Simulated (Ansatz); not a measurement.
Basis sets compared for Si3H6⁻ (the lowest doublet isomer of a short search). The state is a doublet with charge -1. Geometry PBE0-D4/def2-TZVPD. Ansatz on 4 threads of Arm Neoverse V1 on a shared host; times are rough, and most runs start from earlier orbitals.

Cartesian coordinates in Å:
```
Si -1.450 -0.631 0.241
Si 1.868 0.670 0.291
Si 0.100 0.399 -1.182
H 1.567 1.836 1.208
H -1.839 0.256 1.391
H 0.522 -0.840 -1.960
H -1.101 -1.942 0.890
H 3.096 1.178 -0.440
H -2.763 -0.925 -0.438
```

At PBE-D4/def2-SVPD, PBE-D4/def2-TZVPD the highest occupied level of the charge -1 doublet lies above zero (up to 0.49 eV). By energy differences its removal costs 2.19 eV (vertical, to the charge 0 singlet, at PBE0-D4/def2-TZVPD). The structure comes from a short search, and lower isomers may exist.

| level | functions | energy (Eh) | HOMO (eV) | LUMO (eV) | wall time |
| --- | --- | --- | --- | --- | --- |
| PBE-D4/def2-SVPD | 120 | -871.3503 | 0.49 | 1.44 | 1.9 s |
| PBE0-D4/def2-SVPD | 120 | -871.4387 | -0.41 | 2.17 | 2.4 s |

(1) Estimate the rows for PBE-D4/def2-TZVPD, PBE0-D4/def2-TZVPD.

Answers

(1) 
```json
{"level": "PBE-D4/def2-TZVPD", "functions": "183", "energy (Eh)": "-871.6517", "HOMO (eV)": "0.39", "LUMO (eV)": "1.35", "wall time": "3 s"}
{"level": "PBE0-D4/def2-TZVPD", "functions": "183", "energy (Eh)": "-871.7364", "HOMO (eV)": "-0.48", "LUMO (eV)": "2.08", "wall time": "4.3 s"}
```
